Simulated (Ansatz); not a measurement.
`C#CC#CC`. Total charge 0; spin multiplicity 1.

```xyz
9

C    -1.2088    2.3150    1.7986
C    -0.7485    1.4347    1.1153
C    -0.2284    0.4396    0.3422
C     0.2318   -0.4418   -0.3428
C     0.7813   -1.4967   -1.1630
H    -1.6150    3.0917    2.4017
H     1.8702   -1.5319   -1.0741
H     0.5323   -1.3406   -2.2159
H     0.3853   -2.4701   -0.8620
```

Problem. What are the harmonic wavenumbers in cm⁻¹ at PBE0-D4/def2-TZVP (Ansatz, finite differences of forces, unscaled)? (Estimate.)

Solution. Ansatz gave: 148, 148, 347, 347, 533, 533, 657, 657, 691, 1039, 1039, 1200, 1403, 1462, 1462, 2185, 2372, 3046, 3117, 3117, 3485.

Problem. Is this a minimum?

Solution. Yes, all 21 modes are real.

Problem. Give the ideal-gas thermochemistry at 298.15 K and 1 bar (rigid rotor, harmonic oscillator; point group C3v, symmetry number 3).

Solution. Zero-point energy 173.4 kJ/mol; H(298) − E = 190.9 kJ/mol; entropy 293.4 J/(mol·K), of which translation 160.7, rotation 89.9, vibration 42.7; G(298) − E = 103.4 kJ/mol.

Problem. Rotational constants (cm⁻¹)?

Solution. 5.343, 0.0685, 0.0685.
